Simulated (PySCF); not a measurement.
nitrogen dioxide: calculation against experiment

**The experiment to reproduce.**

From NIST CCCBDB Release 22 (SRD 101), experimental dipoles, for the gas: dipole moment (microwave Stark effect) 0.316 D.

The results are set against them at the end.

Nitrogen dioxide, NO₂ (doublet state).
Numbering: `[O:1][N:2]=[O:3]`

Cartesian coordinates in Å at the PBE0-D3(BJ)/def2-SVP level; atoms count from 1:
```
atom  x, y, z in Å
O1     1.104   -0.129   -0.008
N2     0.001    0.300   -0.019
O3    -1.082   -0.176    0.001
```

The PySCF runs (gas phase, on this PBE0-D3(BJ)/def2-SVP geometry; no spin–orbit coupling):

```json
{"level": "PBE0-D3(BJ)/def2-SVP, grid level 1", "job": "geometry optimisation from a GFN2-xTB start", "basis functions": "42", "wall time": "3.2 s"}
```

Hardware: x86-64 server, one thread (shared host).

## Comparison

**Dipole moment.** Measured: 0.316 D (NIST CCCBDB Release 22 (SRD 101), experimental dipoles).

| level | computed (D) | computed − measured (D) | % (from the printed values) |
| --- | --- | --- | --- |
| PBE0-D3(BJ)/def2-SVP | 0.338 | +0.022 | +7 |

The computed dipoles belong to one fixed geometry; measured ones are averaged over vibrations unless marked μe. Magnitudes are compared, not signs.

The geometry is computed, not the measured one. Where a level misses, the cause wasn't examined.
